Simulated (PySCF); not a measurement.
How far are cheaper levels from CCSD(T)/CBS for CCl⁻?

PySCF; the state is a triplet (π ↑↑). The composite is CCSD(T) extrapolated to the basis-set limit from two correlation-consistent sets, with core-valence (CV) and scalar-relativistic (SR) terms as its label shows; it has no spin–orbit coupling and nothing beyond (T). Here it is CCSD(T)/CBS(DT)+CV+SR. It gives Re = 1.862 Å, ωe = 495 cm⁻¹ and De = 1.76 eV to C + Cl⁻.

```tsv
level	basis	relativity	Re (Å)	ωe (cm⁻¹)	De (eV)
UHF-MP2	aug-pcseg-1	no relativity	1.916	458	1.36
UHF-MP2	aug-cc-pVDZ/aug-cc-pV(D+d)Z	no relativity	1.894	481	1.47
UHF-CCSD(T)	def2-TZVPPD	no relativity	1.889	474	1.61
PBE	aug-cc-pVDZ/aug-cc-pV(D+d)Z	no relativity	1.862	515	2.26
PBEsol	def2-TZVPPD	no relativity	1.835	535	2.47
r²SCAN	def2-TZVPPD	no relativity	1.872	485	2.06
PBE0	aug-cc-pVDZ/aug-cc-pV(D+d)Z	no relativity	1.855	520	2.01
HSE06	def2-TZVPPD	no relativity	1.852	509	2.00
BHandHLYP	aug-cc-pVDZ/aug-cc-pV(D+d)Z	no relativity	1.895	456	1.49
B2PLYP	def2-TZVPPD	no relativity	1.881	472	1.70
```

Q: Give the difference of each row from the composite.

A: 

```csv
level,basis,ΔRe (pm),Δωe (%),ΔDe (eV)
UHF-MP2,aug-pcseg-1,+5.4,-7.5,-0.40
UHF-MP2,aug-cc-pVDZ/aug-cc-pV(D+d)Z,+3.2,-2.8,-0.29
UHF-CCSD(T),def2-TZVPPD,+2.7,-4.2,-0.15
PBE,aug-cc-pVDZ/aug-cc-pV(D+d)Z,+0.0,+4.0,+0.50
PBEsol,def2-TZVPPD,-2.7,+8.1,+0.71
r²SCAN,def2-TZVPPD,+1.0,-2.0,+0.30
PBE0,aug-cc-pVDZ/aug-cc-pV(D+d)Z,-0.7,+5.1,+0.25
HSE06,def2-TZVPPD,-1.0,+2.8,+0.24
BHandHLYP,aug-cc-pVDZ/aug-cc-pV(D+d)Z,+3.3,-7.9,-0.27
B2PLYP,def2-TZVPPD,+1.9,-4.6,-0.06
```

Q: Which rows come closest in De?

A: B2PLYP in def2-TZVPPD (-0.06 eV), counted from the composite.

Correlated steps freeze 6 core orbitals. Correlated levels converge slowly with the basis: in double zeta they bind strong bonds too weakly, by up to about 1 eV, and carry superposition errors of some tenths. For an ion De counts to the pair picked by the measured ionisation energies or electron affinities, which need not be the lowest pair at this level. The highest Kohn–Sham level is positive in some of these anions. Much of that is self-interaction error, but it also means that the finite basis helps to hold the extra electron. B2PLYP dipoles, levels and charges come from its SCF part alone. The state was picked by a PBE0 search and need not be the measured ground state.
